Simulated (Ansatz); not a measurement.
Structure relaxation of BeAs

Computed with DFT PBE, scalar-relativistic, plane waves, PAW (Ansatz). Cutoff 420 eV, Γ-centred k mesh, Gaussian smearing, no spin polarisation in the final step.

The start puts BeAs on the zinc blende structure type (F-43m, No. 216), with Be in place of Zn, As in place of S, at a guessed volume.

```yaml
crystal:
  lattice:
    - [0.00000, 2.51202, 2.51202]
    - [2.51202, 0.00000, 2.51202]
    - [2.51202, 2.51202, 0.00000]
  atoms:
    - { symbol: Be, position: [0.00000, 0.00000, 0.00000] }
    - { symbol: As, position: [0.75000, 0.75000, 0.75000] }
```

Cell and atoms relax at zero pressure; the relaxation can't lower the symmetry of the start. After a coarse first stage the cell is made exact in the group found at 0.06 Å.

Energies over the elements count from the elements' standard structures at the same level, with no empirical corrections.

What does it relax into?

It keeps F-43m (No. 216). The result has the zinc blende structure. Conventional cell: a = 5.173 Å. Be is coordinated by 4 As at 2.24 Å; around As lie 4 Be at 2.24 Å.

Space group F-43m (No. 216). a = 5.173 Å, b = 5.173 Å, c = 5.173 Å, α = 90.00°, β = 90.00°, γ = 90.00°
| atom | site | symmetry | x | y | z |
| --- | --- | --- | --- | --- | --- |
| Be | 4a | -43m | 0.0000 | 0.0000 | 0.0000 |
| As | 4c | -43m | 0.2500 | 0.2500 | 0.2500 |

What are its volume, energy, density and gap?

The volume per atom is 17.31 Å³ and the density is 4.03 g/cm³. The energy over the elements is 0.14 eV/atom and the gap on the 18×18×18 mesh is 0 eV (a metal).

The final run used a 18×18×18 mesh on its 2-atom cell and 0.10 eV smearing. For metals, differences of a few meV/atom aren't resolved. A structure relaxed within its symmetry needn't be a true minimum.

Cost: 3 runs of about 0.67 core-minutes in all, on Arm Neoverse V1 (shared hosts).